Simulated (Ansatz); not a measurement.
How fast does Si move in Si?

Method: DFT LDA, scalar-relativistic, plane waves, PAW in Ansatz. Run with 420 eV cutoff, 3×3×3 k-mesh, Gaussian smearing of 0.02 eV, no spin polarisation.

Host crystal, relaxed:

```cif
data_structure
_symmetry_space_group_name_H-M 'P 1'
_symmetry_Int_Tables_number 1
_cell_length_a 3.8198
_cell_length_b 3.8198
_cell_length_c 3.8198
_cell_angle_alpha 60.000
_cell_angle_beta 60.000
_cell_angle_gamma 60.000
_cell_volume 39.41
loop_
_atom_site_label
_atom_site_type_symbol
_atom_site_fract_x
_atom_site_fract_y
_atom_site_fract_z
_atom_site_occupancy
Si1 Si 0.75000 0.75000 0.75000 1
Si2 Si 0.50000 0.50000 0.50000 1
```

In a supercell of 16 host sites, Si trades places with a neighbouring Si vacancy, moving 2.26 Å. Climbing-image nudged elastic band at fixed cell; the order of the saddle wasn't checked, and the small cell leaves errors of about a tenth of an eV.

```tsv
image	path (Å)	E − E(0) (eV)
0	0.00	0.000
1	0.63	0.166
2	1.27	0.660
3	1.90	0.166
4	2.53	0.000
```

Q: What are the barriers forward and back, and what attempt frequency does the shape suggest?

A: Forward 0.66 eV, back 0.66 eV, the ends being level. For a sinusoidal profile E_b sin²(πx/l), with the Si atom alone moving, ν = (1/l)√(E_b/2m) = 4.7×10¹² s⁻¹, within an order of magnitude of the customary 10¹³ s⁻¹; a true prefactor needs the vibrations at the minimum and at the saddle.

Q: With ν = 10¹³ s⁻¹, how often does the exchange happen at 300, 600 and 1000 K once atom and vacancy are neighbours, taking the host as solid throughout? Does that give the diffusivity?

A: k = ν exp(−E_b/k_BT):
```
T (K) k (1/s) wait (s)
  300       83      0.012
  600  2.9×10⁷   3.5×10⁻⁸
 1000  4.7×10⁹  2.1×10⁻¹⁰
```

No. The atom can jump only when a vacancy is beside it, so where vacancies are thermal the activation energy of diffusion adds the vacancy's formation energy; where doping, quenching or off-stoichiometry fixes their number, it doesn't. And repeated exchanges only swap the two back and forth: Si gets on when the vacancy moves round it by other jumps, which the correlation factor counts. An error of 0.1 eV in the barrier changes k by a factor of 48 at 300 K and 3.2 at 1000 K.

Cost: 1 run of about 6 core-minutes, on Arm Neoverse V2 (shared hosts).